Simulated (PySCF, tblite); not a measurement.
# C3H4O (triplet): geometry, infrared bands and EPR parameters

What infrared bands and EPR parameters should C3H4O (triplet) (`[CH2]C([CH2])=O`) show?

The runs use tblite 0.8.0 and PySCF 2.14.0, with density-fitted response routines of our own; the level of theory stands in each step. All values are computed, except where a source is named. Atoms count from 0, in the outputs and in this text.

### 1 The starting structure

8 atoms, charge 0, multiplicity 3; geometry from: force field or distance geometry start.

Bonds of the start (Å): C0–C1 1.48, C1–C2 1.45, C1–O3 1.22, C0–H4 1.08, C0–H5 1.08, C2–H6 1.09, C2–H7 1.07.

### 2 Relaxing the molecule with GFN2-xTB

The job: settings as JSON, then the geometry in Å.

```
{"job": {"kind": "relax", "xc": "GFN2-xTB", "basis": "xTB"}, "charge": 0, "multiplicity": 3}
C      0.942900    -0.172700     0.842600
C      0.077500     0.541900    -0.120200
C     -0.989500    -0.246000    -0.706600
O      0.262500     1.719200    -0.399000
H      1.739700     0.386400     1.306700
H      0.762800    -1.208600     1.083000
H     -1.641000     0.264300    -1.422600
H     -1.145800    -1.275300    -0.452900
```

Command:

```
$ OMP_NUM_THREADS=1 python probes_run.py task.json out
```

This one command runs all jobs of the session in turn.

The log of the run:

```text
step      E/eV     max force
  0    -336.06832    2.253
  1    -336.11358    1.047
  2    -336.12641    0.307
  3    -336.13066    0.138
  4    -336.13108    0.047
  5    -336.13119    0.044
  6    -336.13134    0.048
  7    -336.13155    0.065
  8    -336.13173    0.062
  9    -336.13184    0.040
 10    -336.13194    0.046
 11    -336.13203    0.058
 12    -336.13212    0.042
 13    -336.13217    0.024
 14    -336.13220    0.019
 15    -336.13223    0.027
 16    -336.13225    0.021
 17    -336.13225    0.007
```

Wall time 0.14 s (1 thread of Intel Xeon at 2.50GHz, shared host).

The steps of the relaxation:

| step | energy from step 0 (eV) | largest force (eV/Å) |
| --- | --- | --- |
| 0 | 0.0000 | 2.2526 |
| 1 | -0.0453 | 1.0465 |
| 2 | -0.0581 | 0.3069 |
| 3 | -0.0623 | 0.1382 |
| 4 | -0.0628 | 0.0471 |
| 5 | -0.0629 | 0.0444 |
| 6 | -0.0630 | 0.0476 |
| 7 | -0.0632 | 0.0650 |
| 8 | -0.0634 | 0.0624 |
| 9 | -0.0635 | 0.0402 |
| 10 | -0.0636 | 0.0460 |
| 11 | -0.0637 | 0.0576 |
| 12 | -0.0638 | 0.0422 |
| 13 | -0.0638 | 0.0241 |
| 14 | -0.0639 | 0.0194 |
| 15 | -0.0639 | 0.0266 |
| 16 | -0.0639 | 0.0206 |
| 17 | -0.0639 | 0.0071 |

Distances of close pairs at the start and the end, largest changes first:

| bond | before (Å) | after (Å) | change (Å) |
| --- | --- | --- | --- |
| C0–C1 | 1.479 | 1.432 | -0.046 |
| C1–O3 | 1.224 | 1.252 | +0.028 |
| C2–H6 | 1.094 | 1.074 | -0.020 |
| C1–C2 | 1.450 | 1.432 | -0.018 |
| C0–H5 | 1.079 | 1.074 | -0.005 |
| C0–H4 | 1.078 | 1.074 | -0.004 |
| C2–H7 | 1.072 | 1.074 | +0.002 |

The final coordinates are the input of the step that follows.

### 3 Harmonic vibrations with GFN2-xTB

The job: settings as JSON, then the geometry in Å.

```
{"job": {"kind": "ir", "xc": "GFN2-xTB", "basis": "xTB"}, "charge": 0, "multiplicity": 3}
C      0.929583    -0.160124     0.837980
C      0.078420     0.503652    -0.103750
C     -0.990284    -0.232796    -0.709585
O      0.266362     1.707500    -0.392520
H      1.732799     0.388922     1.293386
H      0.787842    -1.193142     1.094913
H     -1.631419     0.261244    -1.415872
H     -1.164246    -1.265844    -0.473637
```

The log of the run:

```text
mode    cm-1     km/mol
  1     238.6      0.00
  2     328.2      0.06
  3     397.6      1.86
  4     478.9      7.70
  5     487.8      0.16
  6     493.4     12.57
  7     726.3     84.19
  8     908.6      1.00
  9     933.9      2.73
 10    1017.5      2.27
 11    1267.1     61.32
 12    1374.7      0.63
 13    1378.3     50.96
 14    1442.6     61.68
 15    3120.1      0.05
 16    3122.6      3.72
 17    3174.4      1.16
 18    3180.0     14.04
```

Run time: 0.25 s. Hardware: 1 thread of Intel Xeon at 2.50GHz, shared host.

The strongest bands and the atoms that carry them (share of the mass-weighted mode):

| cm⁻¹ | km/mol | atoms |
| --- | --- | --- |
| 479 | 7.7 | C1 49 %, H6 20 %, H4 16 % |
| 493 | 12.6 | O3 40 %, C0 12 %, C2 12 %, H4 10 % |
| 726 | 84.2 | C1 28 %, C0 14 %, C2 14 %, H4 12 % |
| 1267 | 61.3 | C1 51 %, H6 15 %, H4 15 % |
| 1378 | 51.0 | H5 18 %, C1 17 %, C0 16 %, H7 14 % |
| 1443 | 61.7 | C1 60 %, O3 32 % |
| 3123 | 3.7 | H7 27 %, H5 26 %, H6 22 %, H4 21 % |
| 3180 | 14.0 | H6 27 %, H4 23 %, H7 22 %, H5 18 % |

### 4 g tensor and hyperfine couplings: B3LYP/pcH-1

Settings changed since step 3:

```diff
@@ -1,2 +1,2 @@
-{"job": {"kind": "ir", "xc": "GFN2-xTB", "basis": "xTB"}, "charge": 0, "multiplicity": 3}
+{"job": {"kind": "epr", "basis": "pcH-1"}, "charge": 0, "multiplicity": 3}
 C      0.929583    -0.160124     0.837980
```

With the program's defaults for keys left out, this is: UKS B3LYP, pcH-1 on C H O, non-relativistic, mean-field spin-orbit, GIAO.

The log of the run:

```text
UKS, coarse grid
  cycle   1  E = -191.72491229  |g| = 5.49e-01
  cycle   2  E = -190.46257690  |g| = 1.60e+00
  cycle   3  E = -191.82615237  |g| = 2.09e-01
  cycle   4  E = -191.84906885  |g| = 7.28e-02
  cycle   5  E = -191.85194751  |g| = 1.95e-02
  cycle   6  E = -191.85219968  |g| = 1.21e-02
  cycle   7  E = -191.85230765  |g| = 6.04e-03
  cycle   8  E = -191.85233288  |g| = 1.77e-03
  cycle   9  E = -191.85233449  |g| = 4.81e-04
UKS, final grid
  cycle   1  E = -191.85233241  |g| = 9.73e-04
  cycle   2  E = -191.85233118  |g| = 2.07e-03
  cycle   3  E = -191.85233278  |g| = 4.88e-05
  cycle   4  E = -191.85233278  |g| = 1.91e-05
E = -191.85233278 Eh   <S^2> = 2.0263 (exact 2.0000)
g shifts (ppm)      1          2          3
  rmc          -178       -178       -178
  gc             -6         40         36
  oz_so          -3       1803       6882
  total        -187       1665       6740
hyperfine (MHz)  atom isotope    a_iso     a_fc   dipolar eigenvalues
    0   13C      35.19      35.19    -35.24    -34.65     69.89
    1   13C     -38.07     -38.07    -12.18      4.82      7.36
    2   13C      35.18      35.18    -35.24    -34.64     69.88
    3   17O     -16.21     -16.21    -80.57     39.70     40.87
    4    1H     -28.66     -28.66    -15.98     -1.87     17.86
    5    1H     -28.00     -28.00    -15.28     -2.05     17.32
    6    1H     -28.67     -28.67    -15.99     -1.87     17.86
    7    1H     -27.99     -27.99    -15.26     -2.05     17.31
zero-field splitting (cm-1)  D = 0.1189  E = 0.0284  (spin-spin -0.0729, spin-orbit -0.1140)
```

Run time: 34 s. Hardware: 1 thread of Intel Xeon at 2.50GHz, shared host; peak memory 0.41 GiB.

Principal g values 2.00213, 2.00398, 2.00906; g(iso) = 2.00506, against 2.00232 for a free electron.

Hyperfine couplings; where a row names several nuclei, a(iso) is their mean (it holds for fast rotation or exchange) and the dipolar term the largest among them:

| nuclei | isotope | a(iso) (MHz) | a(iso) (G, at g = 2.0023) | largest dipolar term (MHz) |
| --- | --- | --- | --- | --- |
| C1 | 13C | -38.1 | -13.6 | -12.2 |
| C0, C2 | 13C | 35.2 | 12.6 | 69.9 |
| H4, H5, H6, H7 | 1H | -28.3 | -10.1 | 17.9 |
| O3 | 17O | -16.2 | -5.8 | -80.6 |

Zero-field splitting: D = 0.119 cm⁻¹ (spin-spin -0.073, spin-orbit -0.114), E = 0.028 cm⁻¹.

The parts don't add up to D because each tensor has axes of its own, and the sign of D turns on which axis is taken as unique; it is unsure here.

Mulliken spin populations:

| atom | value (e) |
| --- | --- |
| C0 | 0.93 |
| C1 | -0.23 |
| C2 | 0.93 |
| O3 | 0.53 |
| H4 | -0.04 |
| H5 | -0.04 |
| H6 | -0.04 |
| H7 | -0.04 |

The fields below are evaluated on a grid from the run's orbitals.

ELF in a plane through or near 8 of the atoms.

Values, 10 rows by 14 columns:
```
0.00 0.00 0.00 0.00 0.00 0.00 0.00 0.00 0.00 0.00 0.00 0.00 0.00 0.00
0.00 0.00 0.00 0.00 0.00 0.00 0.00 0.00 0.00 0.00 0.00 0.00 0.00 0.00
0.00 0.00 0.00 0.00 0.28 0.74 0.11 0.01 0.59 0.68 0.07 0.00 0.00 0.00
0.00 0.00 0.00 0.05 0.93 1.00 0.81 0.09 0.99 1.00 0.60 0.01 0.00 0.00
0.00 0.00 0.04 0.18 0.56 0.88 0.49 0.13 0.81 0.81 0.36 0.11 0.00 0.00
0.00 0.00 0.73 0.99 1.00 0.49 0.85 0.31 0.73 0.78 1.00 0.97 0.06 0.00
0.00 0.00 0.23 0.91 0.70 0.04 0.59 0.82 0.14 0.09 0.90 0.72 0.01 0.00
0.00 0.00 0.00 0.01 0.00 0.61 0.92 0.65 0.87 0.23 0.00 0.00 0.00 0.00
0.00 0.00 0.00 0.00 0.00 0.12 0.32 0.36 0.22 0.03 0.00 0.00 0.00 0.00
0.00 0.00 0.00 0.00 0.00 0.00 0.00 0.00 0.00 0.00 0.00 0.00 0.00 0.00
```
The map spans 9.5 Å across and 8.7 Å up, centred on the molecule. Atoms in the plane (x, y in Å): C0 (-1.2, 0.2), C1 (0.0, -0.5), C2 (1.2, 0.2), O3 (0.0, -1.8), H4 (-2.2, -0.3), H5 (-1.3, 1.3), H6 (2.2, -0.3), H7 (1.3, 1.3).

log10 of the density (e/Å³) in the same plane.

Values, 10 rows by 14 columns:
```
-4.0 -4.0 -4.0 -4.0 -4.0 -4.0 -4.0 -4.0 -4.0 -4.0 -4.0 -4.0 -4.0 -4.0
-4.0 -4.0 -4.0 -4.0 -4.0 -3.8 -4.0 -4.0 -3.9 -3.9 -4.0 -4.0 -4.0 -4.0
-4.0 -4.0 -3.9 -3.1 -2.3 -1.9 -2.2 -2.5 -2.0 -1.9 -2.6 -3.5 -4.0 -4.0
-4.0 -4.0 -3.0 -2.2 -1.0 -0.2 -1.0 -1.4 -0.4 -0.4 -1.4 -2.6 -3.7 -4.0
-4.0 -3.5 -2.3 -1.5 -0.4  0.3 -0.3 -0.7  0.2  0.2 -0.8 -1.8 -3.0 -4.0
-4.0 -3.2 -1.8 -0.7  0.3  0.2  0.3  0.6  0.2  0.2  0.2 -1.2 -2.6 -4.0
-4.0 -3.6 -2.3 -1.5 -1.1 -1.0  0.1  0.4 -0.6 -1.1 -1.1 -1.8 -3.0 -4.0
-4.0 -4.0 -3.5 -3.0 -2.3 -1.1  0.3  0.8 -0.5 -1.5 -2.6 -3.2 -4.0 -4.0
-4.0 -4.0 -4.0 -4.0 -3.6 -2.2 -1.4 -1.3 -1.8 -2.6 -4.0 -4.0 -4.0 -4.0
-4.0 -4.0 -4.0 -4.0 -4.0 -4.0 -3.4 -3.3 -3.8 -4.0 -4.0 -4.0 -4.0 -4.0
```
The map spans 9.5 Å across and 8.7 Å up, centred on the molecule. Atoms in the plane (x, y in Å): C0 (-1.2, 0.2), C1 (0.0, -0.5), C2 (1.2, 0.2), O3 (0.0, -1.8), H4 (-2.2, -0.3), H5 (-1.3, 1.3), H6 (2.2, -0.3), H7 (1.3, 1.3).

On the surface of density 0.002 e/bohr³ the electrostatic potential runs, from the 1st to the 99th percentile, from -1.59 V near O3 to 1.33 V near H7.

The spin density lies nearest to C0, C2 about 28 % each; O3 22 %; C1 6 % (beta excess).

### 5 What came out

| quantity | value |
| --- | --- |
| strongest single infrared mode (GFN2-xTB) | 726 cm⁻¹, 84 km/mol |
| zero-point energy (GFN2-xTB) | 34.4 kcal/mol |
| D, E (B3LYP) | 0.119, 0.028 cm⁻¹ |
| g(iso) (B3LYP) | 2.00506 |
| ⟨S²⟩ | 2.026 (exact 2.00) |
| largest a(iso) (averaged by class) | 13C on C1, -38.1 MHz |
| surface potential, 1st and 99th percentile | -1.59 V and 1.33 V |

**Reading.** The optimisation took 17 steps and gained 0.064 eV; among the close pairs (by a distance rule), C0–C1 changed most, from 1.479 to 1.432 Å. All 18 modes are real, so the xTB geometry is a minimum. The strongest single mode, at 726 cm⁻¹, has its largest shares on C1, C0, C2 and H4 (the list is cut at 4 atoms). Unscaled tight-binding wavenumbers are off by several per cent, some by more. Its intensities can rank the bands wrongly. The largest spin populations lie on C0 (0.93 e), C2 (0.93 e). The isotropic g lies 2.7 ppt above the free-electron value.
